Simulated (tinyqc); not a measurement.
Orbital energy against energy difference: ionisation energy by orbital energies and by energy differences in the 6-31g* basis, for LiH, spin multiplicity 1. Computed by the program tinyqc with PySCF. The cation is unrestricted; errors are against CCSD(T) in this basis, not against experiment.

Geometry (angstrom):
```
atom       x       y       z
Li    0.0000  0.0000  0.0000
H     0.0000  0.0000  1.4170
```

CCSD(T) difference in the same basis = 7.8847 eV

IP-EOM-CCSD = 7.8845 eV

First vertical ionisation energy (eV):
```
method     -e(HOMO)  E(cation) - E  error of -e(HOMO)  error of the difference
HF            8.428        7.29411              0.543                   -0.591
LDA           4.508        8.49844             -3.377                    0.614
PBE           4.501        8.34188             -3.384                    0.457
B3LYP         5.477        8.58629             -2.408                    0.702
PBE0          5.612        8.30072             -2.273                    0.416
CAM-B3LYP     7.047        8.57017             -0.838                    0.685
LC-wPBE       8.371        8.38209              0.486                    0.497
```

What does the comparison show, and why?

Koopmans errs by +0.54 eV and Delta-HF by -0.59 eV: relaxation, 1.13 eV, lowers the value and the missing correlation difference works against it. The PBE level is off by -3.4 eV through the wrong tail of its potential, though its energy difference is off by +0.46 eV; exact exchange deepens the level, and among the orbital energies LC-wPBE comes closest; among the differences PBE0 does.
